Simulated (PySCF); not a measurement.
Gas-phase reaction: 2 SiH2F + 2 C2H4 + C2H6 → 2 (CH3)3SiF

Computed with PySCF and rigid-rotor harmonic-oscillator thermochemistry at 1 bar. † marks an energy on the PBE0/def2-TZVP geometry and frequencies; other levels use their own. MP2 freezes the core. 6-31G* has spherical d functions here. Open shells (unrestricted): SiH2F (multiplicity 2); the rest are closed-shell singlets. B3LYP is the form with VWN-RPA correlation. SiH2F: computed as isolated molecules; such fragments, hydroxides, amides, oligomers or adducts are transient or little studied in the gas. MP2 isn't extrapolated to the basis-set limit.

```
level               ΔH°(298 K), kJ
------------------  --------------
B3LYP/6-31G*                  -747
BLYP/def2-TZVP†                [?]
HF/6-31G*                      [?]
MP2/def2-SVP†                  [?]
MP2/def2-TZVPP†                [?]
PBE/def2-SVP                  -766
PBE0/def2-TZVP                -787
r2SCAN/def2-TZVP†             -793
ωB97M-V/def2-TZVP†            -819
```

Problem. Complete the blanks.

Solution. 
- BLYP/def2-TZVP†, ΔH°(298 K), kJ: -666
- HF/6-31G*, ΔH°(298 K), kJ: -668
- MP2/def2-SVP†, ΔH°(298 K), kJ: -772
- MP2/def2-TZVPP†, ΔH°(298 K), kJ: -814
